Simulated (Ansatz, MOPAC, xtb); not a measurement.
**How methods differ on LiCl (SMILES [Li][Cl])**

LiCl, singlet, SMILES `[Li][Cl]`. Each level relaxes the structure for itself.

Quantity: the equilibrium bond length, in Å. The values are calculated.

**What was measured.** Huber and Herzberg, Constants of Diatomic Molecules gives the equilibrium bond length of the gas as 2.021 Å.

```csv
level,kind,program,value (Å),computed − measured
AM1,semi-empirical,MOPAC,2.019,-0.002
MNDO,semi-empirical,MOPAC,2.020,-0.001
MNDOD,semi-empirical,MOPAC,1.529,-0.492
GFN2-xTB,semi-empirical,xtb,1.957,-0.064
SVWN5/def2-TZVP,LDA,Ansatz,2.000,-0.021
r2SCAN/def2-TZVP,meta-GGA,Ansatz,2.026,+0.005
B3LYP-D4/def2-TZVP,global hybrid,Ansatz,2.017,-0.004
PBE0-D4/def2-TZVP,global hybrid,Ansatz,2.014,-0.007
wB97X-V/def2-TZVP,range-separated hybrid,Ansatz,2.020,-0.001
CCSD(T)/def2-TZVP,coupled cluster or CI,Ansatz,2.027,+0.006
```

Nearest: MNDO (-0.001 Å), wB97X-V/def2-TZVP (-0.001 Å); farthest: MNDOD (-0.492 Å). Computed less measured by kind, in Å (def2-TZVP rows): semi-empirical -0.492 to -0.001; LDA -0.021; meta-GGA +0.005; global hybrid -0.007 to -0.004; range-separated hybrid -0.001; coupled cluster or CI +0.006.
